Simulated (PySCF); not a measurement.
Gas-phase reaction: 2 AlO + 4 HOF ⇌ 2 AlF₂OH + 4 O + H₂

Computed with PySCF and rigid-rotor harmonic-oscillator thermochemistry at 1 bar. † marks an energy on the PBE0/def2-TZVP geometry and frequencies; other levels use their own. 6-31G* has spherical d functions here. Open shells (unrestricted): AlO (multiplicity 2), O (multiplicity 3); the rest are closed-shell singlets. Spin-orbit splitting is ignored; it lowers the true energy and changes the entropy of O. B3LYP is the form with VWN-RPA correlation. AlF₂OH: computed as isolated molecules; such fragments, hydroxides, amides, oligomers or adducts are transient or little studied in the gas.

| level | ΔH°(298 K), kJ |
|---|---|
| B3LYP/6-31G* | -998 |
| M06-2X/def2-TZVP† | ? |
| PBE0/def2-TZVP | -1035 |
| ωB97M-V/def2-TZVP† | ? |
| ωB97X-V/def2-TZVP† | -1066 |

Q: Fill in the missing entries.

A: 
- M06-2X/def2-TZVP†, ΔH°(298 K), kJ: -1117
- ωB97M-V/def2-TZVP†, ΔH°(298 K), kJ: -1055
